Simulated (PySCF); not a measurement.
## Reproducing measurements on BH

**What was measured.**

From NIST CCCBDB Release 22 (SRD 101), experimental dipoles, for the gas: dipole moment 1.27 ± 0.21 D.

From Liu, Meijer, Perez-Rios, Phys. Chem. Chem. Phys. 22 (2020) 24191, for the gas: dipole moment 1.27 D.

The results are set against them at the end.

Species: BH (singlet state).
SMILES with atom numbers: `[BH:1]` (hydrogens: H2 on B1)

Geometry (PBE0-D3(BJ)/def2-SVP, Å), atoms numbered from 1 in this order:
```xyz
2
BH angstrom
B      0.624   -0.001   -0.001
H     -0.629    0.007   -0.011
```

The PySCF runs (gas phase, on this PBE0-D3(BJ)/def2-SVP geometry; no spin–orbit coupling):

| level | job | basis functions | wall time |
| --- | --- | --- | --- |
| PBE0-D3(BJ)/def2-SVP, grid level 1 | geometry optimisation from a GFN2-xTB start | 19 | 0.68 s |

Hardware: Arm Neoverse V1, one thread, on a shared host.

**Comparison with experiment**

**Dipole moment.** Measured: 1.27 D (NIST CCCBDB Release 22 (SRD 101), experimental dipoles) and 1.27 D (Liu, Meijer, Perez-Rios, Phys. Chem. Chem. Phys. 22 (2020) 24191). Differences are taken against the first.

| level | computed (D) | computed − measured (D) | % (from the printed values) |
| --- | --- | --- | --- |
| PBE0-D3(BJ)/def2-SVP | 1.60 | +0.33 | +26 |

The computed dipoles belong to one fixed geometry; measured ones are averaged over vibrations unless marked μe. Magnitudes are compared, not signs.

The geometry is computed, not the measured one. Where a level misses, the cause wasn't examined.
